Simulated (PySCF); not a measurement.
# Al2H2: structure of the triplet

Aim: relax Al2H2 as a triplet from a rhombic ring start, check by its vibrations whether the end is a minimum, and collect its spectrum and constants.

Program: PySCF 2.14.0. Level of theory: PBE0, basis Al def2-TZVP, H def2-TZVP, no relativity, density fitting. These are calculated values, not measurements.

### Step 1. Starting geometry

4 atoms, charge 0, spin multiplicity 3.

Bond lengths: Al1–Al2 2.284 Å, Al1–H3 1.675 Å, Al1–H4 1.675 Å, Al2–H3 1.675 Å, Al2–H4 1.675 Å. Angles: Al2–Al1–H3 47.0°, Al2–Al1–H4 47.0°, H3–Al1–H4 94.0°, Al1–Al2–H3 47.0°, Al1–Al2–H4 47.0°, H3–Al2–H4 94.0°, Al1–H3–Al2 86.0°, Al1–H4–Al2 86.0°.

Z-matrix (Å, degrees; charge 0 multiplicity 3):
```
Al
Al 1 2.2844
H  1 1.6748 2 47.00
H  1 1.6748 2 47.00 3 180.00
```

### Step 2. The SCF at the typed geometry

One driver script runs all steps and calls PySCF; scf.py shows how it sets up the SCF of each step. The optimiser is the driver's own. After this first run the driver tries any further starts and a stability analysis.

File scf.py:

```python
from pyscf import gto, scf, dft
mol = gto.M(atom='''
Al     1.142200     0.000000     0.000000
Al    -1.142200     0.000000     0.000000
H      0.000000     1.224900     0.000000
H      0.000000    -1.224900     0.000000''',
    basis={'Al': 'def2-TZVP', 'H': 'def2-TZVP'},
    charge=0, spin=2)
mf = dft.UKS(mol, xc='PBE0')
mf.grids.atom_grid = (50, 194)
aux = {'Al': 'def2-universal-JKFIT', 'H': 'def2-universal-JKFIT'}
mf = mf.density_fit(auxbasis=aux)
mf.conv_tol = 1e-08
mf.diis_space = 10
mf.max_cycle = 60
mf.init_guess = 'minao'
mf.verbose = 4
mf.kernel()
```

Command:

```console
OMP_NUM_THREADS=4 python axn.py task.json out
```

Further steps of the session: Relaxing the triplet from the rhombic ring start; Hessian and properties.

**Question.** What will these runs give? Wanted: minimum; geometry; wavenumbers; dipole moment; highest occupied, lowest empty level; polar-tensor charge of Al1; zero-point energy; atomisation energy; ⟨S²⟩.

The runs gave:

```
                                          quantity                                                                                        value
                                           minimum                                                                                 triplet, D2h
                                          geometry  Al–Al 2.592 Å, Al–H 1.749 Å (×4); Al–Al–H 42.2° (×4), Al–H–Al 95.7° (×2), H–Al–H 84.3° (×2)
                                wavenumbers (cm⁻¹)                            171 (b3u), 391 (ag), 742 (b1u), 1288 (b2u), 1355 (b3g), 1514 (ag)
                                     dipole moment                                                                                       0.00 D
highest occupied, lowest empty level (either spin)                                                                              -4.92, -3.34 eV
                        polar-tensor charge of Al1                                                                                      -0.03 e
                                 zero-point energy                                                                                  32.7 kJ/mol
                               entropy at 298.15 K                                                                              262.7 J/(mol K)
         atomisation energy (no zero-point energy)                                                                                   672 kJ/mol
                                              ⟨S²⟩                                                                                        2.010
```

The rhombic ring start keeps its D2h symmetry and ends in a minimum. The strongest infrared band lies at 742 cm⁻¹ (b1u). Other starts or spin states, not run here, may lie lower.
